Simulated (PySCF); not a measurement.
C₃H₁₁P₃.
Geometry (GFN2-xTB, Å), atoms numbered from 1 in this order:
```xyz
17
C3H11P3 angstrom
C      0.0623    1.3349   -1.0178
P     -0.1180   -0.4241   -0.4975
C     -1.4851   -0.2239    0.7560
P     -3.1897   -0.2458    0.0126
C      1.2845   -0.4821    0.7264
P      2.8890   -0.3424   -0.2104
H     -0.8012    1.6270   -1.6136
H      0.9556    1.4202   -1.6359
H      0.1538    1.9939   -0.1543
H     -1.4382   -1.0660    1.4556
H     -1.3615    0.6992    1.3331
H     -2.9094    0.6173   -1.0475
H     -2.9662   -1.3621   -0.7902
H      1.2466   -1.4299    1.2695
H      1.2097    0.3458    1.4395
H      3.6852   -0.8702    0.8059
H      2.7756   -1.5798   -0.8411
```

Computed with TDDFT B3LYP/def2-SVPD, vertical, gas phase, core orbitals frozen in the response in PySCF.

Transition dipole moments from the ground state, in atomic units and in the frame of the coordinates above (overall signs are arbitrary), for the states with f of 0.002 or more among the lowest 7:

```
state  E (eV)      μx      μy      μz
   S1   5.832  -0.051   0.044  -0.316
   S2   5.889   0.548   0.128  -0.165
   S3   6.087  -0.220  -0.261  -0.086
   S4   6.153   0.507  -0.226   0.246
   S5   6.242   0.448  -0.279   0.035
   S6   6.357   0.183  -0.159   0.162
   S7   6.444  -0.675  -0.068   0.392
```

Question: What oscillator strength does each state have?

Answer: f = (2/3) ΔE |μ|² with ΔE in hartree (27.2114 eV).

| state | \|μ\|² (au) | \|μ\| (D) | f |
| --- | --- | --- | --- |
| S1 | 0.104 | 0.82 | 0.015 |
| S2 | 0.344 | 1.49 | 0.050 |
| S3 | 0.124 | 0.90 | 0.019 |
| S4 | 0.368 | 1.54 | 0.056 |
| S5 | 0.280 | 1.34 | 0.043 |
| S6 | 0.085 | 0.74 | 0.013 |
| S7 | 0.614 | 1.99 | 0.097 |

Question: Which bond between heavy atoms lies closest to the direction of the S7 transition dipole?

Answer: C5–P6, at 1° from it; next P2–C3 at 17°.

Question: What angle do the transition dipoles of S2 and S5 make?

Answer: |cos θ| = |μa·μb| / (|μa| |μb|) = 0.66, so θ ≈ 49° (taken between 0 and 90°, since the signs are arbitrary).

Question: What peak molar absorption coefficient would the strongest computed level give as a lone Gaussian band 0.4 eV wide at half height?

Answer: ε(max) = 2.175×10⁸ f / FWHM, with the width in cm⁻¹. S7: 2.175×10⁸ × 0.0969 / 3226 ≈ 6500 L mol⁻¹ cm⁻¹.

One conformer stands for the species.
